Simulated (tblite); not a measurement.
Species: H₆NSi₂ (doublet state).
Structure used (GFN2-xTB), in Å, numbered top down from 1:
```xyz
9
H6NSi2 angstrom
N     -1.7732    0.3057    0.0401
Si    -0.4953   -0.8618    0.1858
Si     1.5195    0.1270   -0.2134
H     -2.6983    0.0907    0.3734
H     -1.8321    0.8764   -0.7875
H     -0.8246   -1.4462    1.4985
H      2.5382   -0.9082   -0.0005
H      2.0112    1.3111    0.5106
H      1.5682    0.5112   -1.6322
```

All values are computed: GFN2-xTB (tblite) harmonic vibrations without scaling, gas phase. Errors from tens to a few hundred cm⁻¹ against measured bands are possible. Modes of hydrogen on silicon can be 10 to 20 % off. One conformer, not necessarily the lowest. Open shells enter through the occupations alone, without spin polarisation, and single modes of such species can be off by tens of per cent.

Harmonic wavenumbers (cm⁻¹): 88.6, 141.1, 203.6, 370.2, 446.9, 474.1, 491.4, 501.1, 644.6, 787.8, 805.7, 816.6, 855.4, 871.3, 1531.3, 2133.5, 2147.6, 2180.4, 2202.5, 3476.1, 3511.8.

A = 16692, B = 3443, C = 2996 MHz; mass 76.004 u (most abundant isotopes); point group C1, symmetry number 1; spin multiplicity 2.

Task: What is the zero-point energy?

Result: ½Σν̃ = 12341 cm⁻¹ = 35.28 kcal/mol.

Task: What is S at 200 K and 1 bar for an ideal gas of classical rigid rotors and harmonic oscillators?

Result: Translation 36.94, rotation 23.85, vibration 8.36, spin (R ln 2) 1.38: S = 70.5 cal/(mol K).

Task: And Cp and H(200 K) − H(0)?

Result: Cp = 19.08 cal/(mol K), of which vibrations give 11.13 (their classical limit is 21 R = 41.7); H(200 K) − H(0) = 2.59 kcal/mol without the zero-point energy, 1.00 from vibrations.

Task: Blend soft modes into free rotors: weight 1/[1 + (100 cm⁻¹/ν̃)⁴] for the oscillator and the rest for a rotor with moment μB/(μ + B), μ = h/(8π²ν), B = 10⁻⁴⁴ kg m². What vibrational entropy results?

Result: 8.19 cal/(mol K) in place of 8.36, which changes −T·S at 200 K by +0.03 kcal/mol.

Task: What must be added to the electronic energy to get the Gibbs energy at 200 K and 1 bar?

Result: ZPE + [H(200 K) − H(0)] − T·S = 35.28 + 2.59 − 14.11 = 23.76 kcal/mol.

Task: Which modes carry the vibrational entropy at 200 K?

Result: 88.6 cm⁻¹: 2.92; 141.1 cm⁻¹: 2.04; 203.6 cm⁻¹: 1.40; 370.2 cm⁻¹: 0.54; 446.9 cm⁻¹: 0.35; 474.1 cm⁻¹: 0.30 cal/(mol K); the other 15 give 0.82 together.

Hindered rotation and anharmonicity are outside this model. Other conformers, if any are populated, would add a mixing term that is left out. The structure is chiral; the term R ln 2 for an equal mix with its mirror image is left out.
